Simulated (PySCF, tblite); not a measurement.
# diphosphorus tetrafluoride (P₂F₄): dynamics, then NMR shifts on frames

Aim: move diphosphorus tetrafluoride (P₂F₄) (`FP(F)P(F)F`) away from its starting geometry and see how NMR shifts follow the geometry.

Computed with tblite 0.8.0 and PySCF 2.14.0, with density-fitted response routines of our own, on a single molecule in the gas phase. Atoms count from 0, in the outputs and in this text.

## Step 1: Starting geometry

6 atoms, charge 0, multiplicity 1; geometry from: GFN2-xTB.

Bonds of the start (Å): F0–P1 1.62, P1–F2 1.62, P1–P3 2.26, P3–F4 1.62, P3–F5 1.62.

## Step 2: Thermal motion with GFN2-xTB

Job settings and geometry (Å):

```
{"job": {"kind": "md", "xc": "GFN2-xTB", "basis": "xTB", "temperature": 400, "steps": 2000, "every": 50, "frames": 5}, "charge": 0, "multiplicity": 1}
F     -1.491517    -0.349687    -1.336173
P     -0.895357    -0.679649     0.132937
F     -1.773021     0.459464     0.878257
P      0.894975     0.679775    -0.139320
F      1.496409     0.351706     1.327867
F      1.771633    -0.459619    -0.885142
```

Level: GFN2-xTB Langevin dynamics, gas phase.

Started as:

```console
> OMP_NUM_THREADS=1 python probes_run.py task.json out
```

The driver reads the jobs from task.json and runs them one after another.

Log:

```text
t/fs     T/K      E/eV
    0.0   184.9   -656.88621
   25.0   350.3   -656.83401
   50.0   214.2   -656.78280
   75.0   373.6   -656.77368
  100.0   382.2   -656.73259
  125.0   309.9   -656.70549
  150.0   246.3   -656.74425
  175.0   321.9   -656.78447
  200.0   249.6   -656.82015
  225.0   288.7   -656.66451
  250.0   229.1   -656.54112
  275.0   331.8   -656.65032
  300.0   249.6   -656.56323
  325.0   246.3   -656.51014
  350.0   512.5   -656.74172
  375.0   365.3   -656.74714
  400.0   341.6   -656.74302
  425.0   304.0   -656.65633
  450.0   336.2   -656.64726
  475.0   362.9   -656.61611
  500.0   220.1   -656.49064
  525.0   490.6   -656.57152
  550.0   398.4   -656.56415
  575.0   495.2   -656.65943
  600.0   410.2   -656.68073
  625.0   348.8   -656.78373
  650.0   384.8   -656.62671
  675.0   708.7   -656.67391
  700.0   416.0   -656.47164
  725.0   389.1   -656.61818
  750.0   432.3   -656.69133
  775.0   587.1   -656.75255
  800.0   447.5   -656.48852
  825.0   668.5   -656.53031
  850.0   329.6   -656.49410
  875.0   511.5   -656.70106
  900.0   456.0   -656.74563
  925.0   423.4   -656.68620
  950.0   327.1   -656.62098
  975.0   428.9   -656.70948
 1000.0   279.8   -656.65602
```

Run time: 7.2 s. Hardware: 1 thread of Arm Neoverse V1, shared host; peak memory 0.18 GiB.

Distance from the start (root mean square after alignment): 0 fs 0.00 Å, 200 fs 0.16 Å, 400 fs 0.33 Å, 600 fs 0.19 Å, 800 fs 0.22 Å, 1000 fs 0.12 Å.

Positions (Å) and forces (eV/Å) at 1000 fs:

```xyz
6

F    -1.728   -0.285   -0.910   -0.536    0.793   -0.360
P    -0.900   -1.549   -0.469    1.522   -0.202    0.687
F    -1.048   -1.208    1.125   -0.108   -0.208   -0.226
P     1.121   -0.271   -0.372   -0.368   -0.146   -0.607
F     2.101   -1.379    0.315   -0.313    0.101   -0.612
F     1.613   -0.385   -1.966   -0.196   -0.338    1.118
```

## Step 3: Nuclear shieldings: 250 fs, PBE0/pcSseg-1

Job settings and geometry (Å):

```
{"job": {"kind": "nmr", "xc": "PBE0", "basis": "pcSseg-1", "pop": false}, "charge": 0, "multiplicity": 1}
F     -1.852700    -0.683900    -0.880200
P     -0.829000    -0.975300     0.305400
F     -1.746300    -0.203200     1.340200
P      0.674500     0.624600    -0.193100
F      1.659800     0.131100     0.864200
F      0.937300    -0.480000    -1.384400
```

Level: GIAO PBE0/pcSseg-1 NMR shielding, non-relativistic, gas phase.

Log:

```text
coarse grid: 7592 points
cycle   1  E = -1081.2605734869  dE =  8.942e-01  |g| = 9.283e-01  |ddm| = 2.523e+00
cycle   2  E = -1081.0618277908  dE =  1.987e-01  |g| = 1.477e+00  |ddm| = 1.382e+00
cycle   3  E = -1081.3972927407  dE = -3.355e-01  |g| = 6.130e-02  |ddm| = 8.345e-01
cycle   4  E = -1081.3976050780  dE = -3.123e-04  |g| = 4.390e-02  |ddm| = 6.263e-02
cycle   5  E = -1081.3978835951  dE = -2.785e-04  |g| = 9.913e-03  |ddm| = 2.681e-02
cycle   6  E = -1081.3978983302  dE = -1.474e-05  |g| = 1.231e-03  |ddm| = 6.707e-03
cycle   7  E = -1081.3978985164  dE = -1.862e-07  |g| = 7.181e-04  |ddm| = 1.223e-03
final grid: 70272 points
cycle   8  E = -1081.4539081704  dE = -1.836e-05  |g| = 2.562e-03  |ddm| = 1.335e-02
cycle   9  E = -1081.4539073084  dE =  8.620e-07  |g| = 3.602e-03  |ddm| = 3.877e-03
cycle  10  E = -1081.4539092376  dE = -1.929e-06  |g| = 2.283e-04  |ddm| = 1.968e-03
cycle  11  E = -1081.4539092447  dE = -7.161e-09  |g| = 8.113e-05  |ddm| = 2.942e-04
cycle  12  E = -1081.4539092455  dE = -7.931e-10  |g| = 4.699e-05  |ddm| = 8.035e-05
cycle  13  E = -1081.4539092459  dE = -3.135e-10  |g| = 6.951e-06  |ddm| = 2.597e-05
converged SCF energy = -1081.4539092459

GIAO shielding tensors (ppm)
atom      isotropic    diamagn.    paramagn.     s11        s22        s33       span
  0 F      306.079     471.992    -165.913    108.250    324.431    485.555    377.305
  1 P       89.626     960.132    -870.506    -24.791     -5.423    299.091    323.882
  2 F      288.608     471.931    -183.322    121.167    301.454    443.204    322.038
  3 P       81.671     960.960    -879.289    -20.130     18.692    246.452    266.581
  4 F      308.737     471.255    -162.518    114.929    270.185    541.099    426.170
  5 F      309.509     474.757    -165.249     87.001    245.605    595.919    508.918
```

Wall time 5.8 s (1 thread of Arm Neoverse V1, shared host); peak memory 0.51 GiB.

The references, computed at this level on geometries of the same kind, shield at (ppm): 19F CFCl3 170.9, 31P H3PO4 318.4. Their shielding less the atom's gives the shift. The references are single molecules in the gas phase, so shifts against H2O, NH3, PH3, H3PO4 or CFCl3 are not on the usual liquid scales and can be off by tens of ppm. Each atom is listed at this fixed geometry, with no averaging over motion; a spectrum would average atoms that exchange fast.

| atoms | environment | σ (ppm) | δ (ppm) |
| --- | --- | --- | --- |
| F2 | fluorine bonded to P | 288.6 | -117.7 |
| F0 | fluorine bonded to P | 306.1 | -135.1 |
| F4 | fluorine bonded to P | 308.7 | -137.8 |
| F5 | fluorine bonded to P | 309.5 | -138.6 |
| P3 | phosphorus bonded to 2 F, P | 81.7 | 236.7 |
| P1 | phosphorus bonded to 2 F, P | 89.6 | 228.7 |

## Step 4: NMR shieldings: 425 fs, PBE0/pcSseg-1

Job settings and geometry (Å):

```
{"job": {"kind": "nmr", "xc": "PBE0", "basis": "pcSseg-1", "pop": false}, "charge": 0, "multiplicity": 1}
F     -2.090000    -0.649400    -0.802000
P     -0.823300    -1.242800     0.050800
F     -1.162400    -0.693600     1.540800
P      0.685800     0.319800    -0.444900
F      1.297800     0.245700     1.015600
F      1.586600    -0.803200    -1.061900
```

With the program's defaults for keys left out, this is: GIAO PBE0/pcSseg-1 NMR shielding, non-relativistic, gas phase.

Log:

```text
coarse grid: 7592 points
cycle   1  E = -1081.2606899311  dE =  8.114e-01  |g| = 9.385e-01  |ddm| = 2.511e+00
cycle   2  E = -1081.0307703042  dE =  2.299e-01  |g| = 1.545e+00  |ddm| = 1.428e+00
cycle   3  E = -1081.4032816383  dE = -3.725e-01  |g| = 6.039e-02  |ddm| = 8.741e-01
cycle   4  E = -1081.4036166161  dE = -3.350e-04  |g| = 4.223e-02  |ddm| = 6.354e-02
cycle   5  E = -1081.4038697789  dE = -2.532e-04  |g| = 1.037e-02  |ddm| = 2.531e-02
cycle   6  E = -1081.4038851097  dE = -1.533e-05  |g| = 1.598e-03  |ddm| = 6.350e-03
cycle   7  E = -1081.4038854196  dE = -3.099e-07  |g| = 8.902e-04  |ddm| = 1.356e-03
final grid: 70272 points
cycle   8  E = -1081.4613039249  dE = -2.060e-05  |g| = 2.584e-03  |ddm| = 1.339e-02
cycle   9  E = -1081.4613028500  dE =  1.075e-06  |g| = 3.773e-03  |ddm| = 3.821e-03
cycle  10  E = -1081.4613049965  dE = -2.147e-06  |g| = 2.911e-04  |ddm| = 2.059e-03
cycle  11  E = -1081.4613050077  dE = -1.117e-08  |g| = 1.445e-04  |ddm| = 3.428e-04
cycle  12  E = -1081.4613050105  dE = -2.763e-09  |g| = 5.625e-05  |ddm| = 9.802e-05
cycle  13  E = -1081.4613050109  dE = -4.679e-10  |g| = 4.042e-06  |ddm| = 3.358e-05
converged SCF energy = -1081.4613050109

GIAO shielding tensors (ppm)
atom      isotropic    diamagn.    paramagn.     s11        s22        s33       span
  0 F      299.908     472.257    -172.350     78.302    302.931    518.490    440.188
  1 P       36.677     959.873    -923.196   -107.936    -26.356    244.324    352.260
  2 F      286.675     473.024    -186.349     68.016    291.890    500.121    432.105
  3 P       83.599     960.942    -877.343    -43.736     40.583    253.951    297.687
  4 F      305.033     473.033    -168.001    103.848    279.001    532.249    428.401
  5 F      314.312     471.667    -157.354    120.245    271.902    550.791    430.546
```

Wall time 5.6 s (1 thread of Arm Neoverse V1, shared host); peak memory 0.53 GiB.

Key values: δ F2 -115.7, F0 -129.0, F4 -134.1, F5 -143.4 ppm.

## Step 5: Nuclear shieldings: 625 fs, PBE0/pcSseg-1

Job settings and geometry (Å):

```
{"job": {"kind": "nmr", "xc": "PBE0", "basis": "pcSseg-1", "pop": false}, "charge": 0, "multiplicity": 1}
F     -1.980300    -0.409000    -1.170300
P     -1.091700    -1.230900    -0.060400
F     -1.524600    -0.418900     1.298500
P      0.744800    -0.023000    -0.519500
F      1.546500    -0.596500     0.797800
F      1.470100    -1.071000    -1.476900
```

Method: GIAO PBE0/pcSseg-1 NMR shielding, non-relativistic, gas phase.

Log:

```text
coarse grid: 7592 points
cycle   1  E = -1081.2510793352  dE =  6.766e-01  |g| = 9.651e-01  |ddm| = 2.457e+00
cycle   2  E = -1080.9753708316  dE =  2.757e-01  |g| = 1.646e+00  |ddm| = 1.525e+00
cycle   3  E = -1081.4063226556  dE = -4.310e-01  |g| = 5.315e-02  |ddm| = 9.354e-01
cycle   4  E = -1081.4065804161  dE = -2.578e-04  |g| = 3.742e-02  |ddm| = 5.920e-02
cycle   5  E = -1081.4067677321  dE = -1.873e-04  |g| = 1.324e-02  |ddm| = 2.506e-02
cycle   6  E = -1081.4067939463  dE = -2.621e-05  |g| = 1.010e-03  |ddm| = 7.603e-03
cycle   7  E = -1081.4067940937  dE = -1.474e-07  |g| = 7.703e-04  |ddm| = 1.404e-03
final grid: 70272 points
cycle   8  E = -1081.4654489808  dE = -2.359e-05  |g| = 2.098e-03  |ddm| = 1.372e-02
cycle   9  E = -1081.4654484419  dE =  5.389e-07  |g| = 2.895e-03  |ddm| = 3.083e-03
cycle  10  E = -1081.4654497055  dE = -1.264e-06  |g| = 3.058e-04  |ddm| = 1.633e-03
cycle  11  E = -1081.4654497190  dE = -1.353e-08  |g| = 9.851e-05  |ddm| = 3.385e-04
cycle  12  E = -1081.4654497202  dE = -1.223e-09  |g| = 5.477e-05  |ddm| = 9.722e-05
cycle  13  E = -1081.4654497207  dE = -4.559e-10  |g| = 6.600e-06  |ddm| = 3.157e-05
converged SCF energy = -1081.4654497207

GIAO shielding tensors (ppm)
atom      isotropic    diamagn.    paramagn.     s11        s22        s33       span
  0 F      301.945     472.625    -170.681     81.242    287.436    537.155    455.913
  1 P       40.699     959.303    -918.603    -73.279    -38.478    233.855    307.134
  2 F      292.471     472.874    -180.403     69.704    294.511    513.199    443.495
  3 P       46.405     960.065    -913.660   -125.471     16.363    248.322    373.792
  4 F      299.816     473.108    -173.292     81.696    292.275    525.478    443.782
  5 F      304.593     470.894    -166.301    102.434    293.748    517.599    415.164
```

Wall time 5.5 s (1 thread of Arm Neoverse V1, shared host); peak memory 0.55 GiB.

Key values: δ F2 -121.5, F4 -128.9, F0 -131.0, F5 -133.6 ppm.

## Step 6: Shielding tensors: 800 fs, PBE0/pcSseg-1

Job settings and geometry (Å):

```
{"job": {"kind": "nmr", "xc": "PBE0", "basis": "pcSseg-1", "pop": false}, "charge": 0, "multiplicity": 1}
F     -1.410900    -0.208900    -1.435900
P     -1.120200    -1.257500    -0.209300
F     -1.669000    -0.256500     0.987600
P      0.976500    -0.384200    -0.532600
F      1.751400    -1.381500     0.417200
F      1.380500    -0.917000    -2.034300
```

Level: GIAO PBE0/pcSseg-1 NMR shielding, non-relativistic, gas phase.

Log:

```text
coarse grid: 7592 points
cycle   1  E = -1081.2449450254  dE =  6.665e-01  |g| = 9.584e-01  |ddm| = 2.469e+00
cycle   2  E = -1080.9678670200  dE =  2.771e-01  |g| = 1.643e+00  |ddm| = 1.521e+00
cycle   3  E = -1081.3976135562  dE = -4.297e-01  |g| = 7.270e-02  |ddm| = 9.413e-01
cycle   4  E = -1081.3980460008  dE = -4.324e-04  |g| = 5.364e-02  |ddm| = 7.512e-02
cycle   5  E = -1081.3984562454  dE = -4.102e-04  |g| = 1.031e-02  |ddm| = 3.032e-02
cycle   6  E = -1081.3984714365  dE = -1.519e-05  |g| = 1.436e-03  |ddm| = 7.326e-03
cycle   7  E = -1081.3984717693  dE = -3.328e-07  |g| = 8.825e-04  |ddm| = 2.195e-03
final grid: 70272 points
cycle   8  E = -1081.4560760532  dE = -2.142e-05  |g| = 2.029e-03  |ddm| = 1.379e-02
cycle   9  E = -1081.4560755872  dE =  4.660e-07  |g| = 2.737e-03  |ddm| = 3.356e-03
cycle  10  E = -1081.4560767673  dE = -1.180e-06  |g| = 2.795e-04  |ddm| = 1.717e-03
cycle  11  E = -1081.4560767784  dE = -1.116e-08  |g| = 1.022e-04  |ddm| = 3.680e-04
cycle  12  E = -1081.4560767804  dE = -1.986e-09  |g| = 4.437e-05  |ddm| = 1.574e-04
cycle  13  E = -1081.4560767807  dE = -3.376e-10  |g| = 9.082e-06  |ddm| = 3.926e-05
converged SCF energy = -1081.4560767807

GIAO shielding tensors (ppm)
atom      isotropic    diamagn.    paramagn.     s11        s22        s33       span
  0 F      309.974     474.314    -164.340     93.569    232.533    603.820    510.251
  1 P       15.523     959.208    -943.685   -155.382    -12.657    214.609    369.991
  2 F      281.554     473.107    -191.552     54.704    296.772    493.186    438.483
  3 P       63.219     960.501    -897.282    -74.934    -17.088    281.680    356.614
  4 F      277.734     471.845    -194.110    110.497    264.527    458.179    347.683
  5 F      277.839     471.810    -193.971     54.715    324.472    454.329    399.614
```

It took 5.5 s on 1 thread of Arm Neoverse V1, shared host; peak memory 0.55 GiB.

In short: δ F4 -106.8, F5 -106.9, F2 -110.6, F0 -139.0 ppm.

## Step 7: NMR shieldings: 1000 fs, PBE0/pcSseg-1

Job settings and geometry (Å):

```
{"job": {"kind": "nmr", "xc": "PBE0", "basis": "pcSseg-1", "pop": false}, "charge": 0, "multiplicity": 1}
F     -1.728300    -0.284700    -0.909900
P     -0.900100    -1.548900    -0.469200
F     -1.048500    -1.208300     1.124700
P      1.121000    -0.270500    -0.372400
F      2.101000    -1.378900     0.315200
F      1.612700    -0.384800    -1.965600
```

Method: GIAO PBE0/pcSseg-1 NMR shielding, non-relativistic, gas phase.

Log:

```text
coarse grid: 7592 points
cycle   1  E = -1081.2453817052  dE =  6.102e-01  |g| = 9.690e-01  |ddm| = 2.429e+00
cycle   2  E = -1080.9662781124  dE =  2.791e-01  |g| = 1.657e+00  |ddm| = 1.527e+00
cycle   3  E = -1081.4017123741  dE = -4.354e-01  |g| = 5.786e-02  |ddm| = 9.338e-01
cycle   4  E = -1081.4020262223  dE = -3.138e-04  |g| = 3.976e-02  |ddm| = 6.233e-02
cycle   5  E = -1081.4022373667  dE = -2.111e-04  |g| = 1.139e-02  |ddm| = 2.407e-02
cycle   6  E = -1081.4022561597  dE = -1.879e-05  |g| = 1.138e-03  |ddm| = 6.648e-03
cycle   7  E = -1081.4022563229  dE = -1.632e-07  |g| = 8.623e-04  |ddm| = 1.611e-03
final grid: 70272 points
cycle   8  E = -1081.4609480335  dE = -2.296e-05  |g| = 2.047e-03  |ddm| = 1.338e-02
cycle   9  E = -1081.4609475378  dE =  4.957e-07  |g| = 2.814e-03  |ddm| = 3.123e-03
cycle  10  E = -1081.4609487174  dE = -1.180e-06  |g| = 3.030e-04  |ddm| = 1.635e-03
cycle  11  E = -1081.4609487300  dE = -1.251e-08  |g| = 1.302e-04  |ddm| = 3.440e-04
cycle  12  E = -1081.4609487324  dE = -2.414e-09  |g| = 5.748e-05  |ddm| = 1.253e-04
cycle  13  E = -1081.4609487329  dE = -5.027e-10  |g| = 6.782e-06  |ddm| = 3.475e-05
converged SCF energy = -1081.4609487329

GIAO shielding tensors (ppm)
atom      isotropic    diamagn.    paramagn.     s11        s22        s33       span
  0 F      295.974     472.989    -177.015    115.843    266.957    505.121    389.278
  1 P       44.966     960.050    -915.084    -85.517     -5.048    225.463    310.980
  2 F      296.621     474.401    -177.780     89.529    277.845    522.489    432.960
  3 P       16.193     959.649    -943.456   -107.386    -77.198    233.162    340.548
  4 F      278.328     471.698    -193.371     78.216    292.804    463.963    385.747
  5 F      267.197     472.120    -204.923     60.554    297.478    443.559    383.004
```

It took 5.5 s on 1 thread of Arm Neoverse V1, shared host; peak memory 0.55 GiB.

In short: δ F5 -96.3, F4 -107.4, F0 -125.0, F2 -125.7 ppm.

## Step 8: Comparing the runs: NMR shifts

Shifts (ppm) of some atoms, chosen among heavy atoms and hydrogens apart, with basis size and wall time:

| frame | F2 | F4 | F5 | P3 | P1 | functions | time |
| --- | --- | --- | --- | --- | --- | --- | --- |
| 250 fs | -117.7 | -137.8 | -138.6 | 236.7 | 228.7 | 116 | 5.8 s |
| 425 fs | -115.7 | -134.1 | -143.4 | 234.8 | 281.7 | 116 | 5.6 s |
| 625 fs | -121.5 | -128.9 | -133.6 | 272.0 | 277.7 | 116 | 5.5 s |
| 800 fs | -110.6 | -106.8 | -106.9 | 255.2 | 302.9 | 116 | 5.5 s |
| 1000 fs | -125.7 | -107.4 | -96.3 | 302.2 | 273.4 | 116 | 5.5 s |

## Step 9: Summary of results

| quantity | value |
| --- | --- |
| thermostat | 400 K |
| mean temperature, second half | 436 K |
| mean potential energy above the minimum | 0.26 eV |
| 19F shifts against CFCl3 (PBE0/pcSseg-1, 250 fs) | -117.7, -135.1, -137.8, -138.6 ppm |
| 31P shifts against H3PO4 (PBE0/pcSseg-1, 250 fs) | 236.7, 228.7 ppm |
| range of the shift of P1 | 228.7 to 302.9 ppm |

In words: In the second half the potential energy averages 0.26 eV above the minimum; equipartition over 12 harmonic modes at 400 K would give 0.21 eV. With 6 atoms the temperature swings widely (185 to 709 K). Shifts at one fixed geometry are not the observed spectrum, which averages over the motion. In the first frame run (250 fs): The widest tensor belongs to F5: span 509 ppm, with a paramagnetic part of -165 ppm. In ppm, P1 moves most: its shift spreads over 74.1 ppm, from 228.7 (250 fs) to 302.9 (800 fs).
